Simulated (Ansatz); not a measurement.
Cubic perovskite KTaO3, treated with rVV10 (Ansatz, a quantum-chemistry and plane-wave program, plane waves, PAW).

Settings: plane-wave cutoff 520 eV, 8×8×8 k mesh, Fermi–Dirac smearing 0.01 eV, scalar-relativistic PAW data made under PBE.

The cell is scaled about its equilibrium volume:

| V (Å³/atom) | P (GPa) | direct gap at Γ (eV) | smallest gap on the k mesh (eV) |
|---|---|---|---|
| 12.328 | 13.50 | 2.913 | 2.316 |
| 12.590 | 8.50 | 2.875 | 2.265 |
| 12.852 | 4.02 | 2.834 | 2.215 |
| 13.114 | 0.00 | 2.792 | 2.166 |
| 13.377 | -3.60 | 2.748 | 2.117 |
| 13.639 | -6.83 | 2.703 | 2.068 |
| 13.901 | -9.72 | 2.657 | 2.020 |

The fundamental gap (2.17 eV at the equilibrium volume, with added k points) lies elsewhere than Γ–Γ.

Measured, for comparison: band gap 3.64 eV (temperature not stated, no zero-point or thermal correction, indirect; as tabulated in Himmetoglu and Janotti (2016), arXiv:1601.06205).

Spin–orbit coupling is not included.
